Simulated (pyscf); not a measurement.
HO–B(Cl)–Cl → O=B–Cl + hydrogen chloride (HCl) (elimination; singlet surface; H–O, B–Cl broken, Cl–H formed). Single points on ωB97X-D3(BJ)/def2-SVP structures (PySCF, gas phase). MP2 and CC: frozen core, UHF for open shells. ΔMP2 is the change of the MP2 total energy from the triple- to the quadruple-zeta basis. Energies in kJ/mol from the reactant's lowest minimum found.

| level | barrier | reaction energy |
|---|---|---|
| ωB97X-D3(BJ)/def2-TZVP | 230.3 | +174.7 |
| PBE/def2-TZVP | 193.3 | +159.4 |
| PBE0-D3(BJ)/def2-TZVP | 219.0 | +180.1 |
| ωB97M-D3(BJ)/def2-TZVP | 221.2 | +164.4 |
| HF/def2-TZVP | 277.2 | +162.7 |
| CCSD(T)/def2-TZVPP | 227.8 | +160.2 |
| CCSD(T)/def2-TZVPP + ΔMP2(QZVPP) | 227.7 | +161.8 |

Of the functionals in the table, ωB97X-D3(BJ) is closest to CCSD(T)/def2-TZVPP + ΔMP2(QZVPP) in the barrier (2.6 kJ/mol apart) and PBE least close (34.3 kJ/mol); that level has limits of its own. On the product side the descent ends in a complex, 19.1 kJ/mol under the separated species and 74.7 kJ/mol under the saddle at ωB97X-D3(BJ)/def2-TZVP. One saddle was located; it need not be the lowest between these sides. The CCSD(T) − MP2 part came from Ansatz, without density fitting, on the same reference.
